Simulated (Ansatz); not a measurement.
The first iterations of a band of CH5FSi (8 atoms, charge 0, multiplicity 1).

The calculation used RKS PBE-D4/def2-SVP (Ansatz).

- movable images: 5
- climbing image: yes
- spring: 5.0 eV/Å²
- optimiser: quadratic models (default)
- start path: through a guess of the saddle point
- force threshold: 0.05 eV/Å
- iteration limit: 60
- end points: relaxed

Image 0:

```xyz
8
Properties=species:S:1:pos:R:3
Si 0.193 -0.044 0.130
H 0.556 -0.262 1.573
H 1.436 0.207 -0.678
F -0.733 1.312 0.050
C -0.770 -1.499 -0.553
H -1.685 -1.691 0.042
H -1.069 -1.324 -1.606
H -0.141 -2.414 -0.522
```

Image 6:

```xyz
8
Properties=species:S:1:pos:R:3
Si 0.004 0.248 -1.007
H 1.329 -0.390 1.562
H 1.571 -0.011 0.930
F -1.147 1.228 -0.319
C -0.842 -1.441 -0.703
H -1.372 -1.496 0.271
H -1.615 -1.557 -1.498
H -0.141 -2.296 -0.800
```

| iteration | highest image above the first end (eV) | largest band force component (eV/Å) |
| --- | --- | --- |
| 1 | 4.525 | 7.930 |
| 2 | 3.167 | 3.280 |
| 3 | 2.727 | 1.983 |
| 4 | 2.490 | 1.083 |

Problem. Does the band converge within its limit, and where does its top end?

Solution. The run converged. It ended after 12 iterations with the highest image 2.791 eV above the first end. Neighbouring images differ by up to 1.3 eV, so the band resolves the path poorly. A vibrational analysis at the climbing image gives one clearly imaginary mode, 1120i cm⁻¹: a first-order saddle point. The orbitals stay closed-shell, which can raise the energy where a bond breaks towards radicals; this wasn't checked here.

The run took 87 s on 1 thread of Arm Neoverse V2, on a shared host, peak memory 0.12 GiB.
